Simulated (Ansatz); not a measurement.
**LiC (quartet): wave-function methods side by side, 6-31++G****

An exercise on one series of results from a longer session: the logs are not shown, and one member is left open.

The runs use Ansatz 0.2.0, Gaussian basis; 6-31++G**, core rule «outside noble gas», up to 2 orbitals frozen.

The runs, in order: UHF; CCSD(T) on ROHF; CCSD(T) on UHF; BCCD(T) on ROHF; CISD; CCSDT(Q) on ROHF; CCSDT(Q) on UHF; Full CI.

24 further runs of the same task are left out: 10 for a known fault of the program, 2 that didn't finish, 12 set aside as unsound or not needed.

### The geometry

The geometry is a PBE0/def2-TZVPD stationary point (not a proven minimum) of the parent state, kept for this charge and spin.

2 atoms, charge 0, spin multiplicity 4.

Atoms are counted from 1 here; the program's logs count them from 0.

Bond lengths: C1–Li2 2.011 Å.

Set-up of the first run:

in.yaml

```yaml
crystal:
  periodic: [false, false, false]
  atoms:
    - {symbol: C, position_ang: [0.000000, 0.000000, 0.000000]}
    - {symbol: Li, position_ang: [0.000000, 0.000000, 2.011200]}
basis:
  gaussian: {orbitals: "6-31++G**"}
magnetization: {spin_polarized: true, initial_magnetization: 3}
hamiltonian: {xc: hf}
output: {orbitals: {seedname: orbitals}}
```

Command:

```sh
$ ansatz run in.yaml --threads 1 --pin off --events-out ev --progress --plain --max-ram 2393MiB
```

Steps of the session up to this table: UHF; CCSD(T) on ROHF; CCSD(T) on UHF; BCCD(T) on ROHF; CISD; CCSDT(Q) on ROHF; CCSDT(Q) on UHF; Full CI.

One table of the session follows, with a row left open; its other results are not shown here.

```
   method  from FCI (meV)
     ROHF         +2490.7
      UHF         +2451.3
     RMP2          +512.3
     UMP2          +501.3
     CISD           +85.7
    RCCSD           +75.7
    UCCSD           +74.1
 RCCSD(T)           +16.6
 UCCSD(T)           +14.9
  BCCD(T)           +16.9
   RCCSDT               ?
   UCCSDT            +0.3
RCCSDT(Q)            -0.5
UCCSDT(Q)            -2.4
      FCI               0
```

Estimate the missing values for RCCSDT.

The run gave: from FCI (meV): +2.0. In the column «from FCI (meV)» it lies between UCCSDT (+0.3) and UCCSD(T) (+14.9).

To keep in mind: UCCSDT(Q) falls below full CI: unrestricted runs freeze a spin-polarised core, another one than full CI's, and coupled cluster isn't variational. Levels on UHF freeze UHF's core orbitals, full CI those of ROHF, so the U rows can settle a little off it for that reason alone. Restricted and unrestricted rows rest on different reference determinants; where their highest levels disagree by more than a few hundredths of an eV, they describe different states and don't form one ladder.
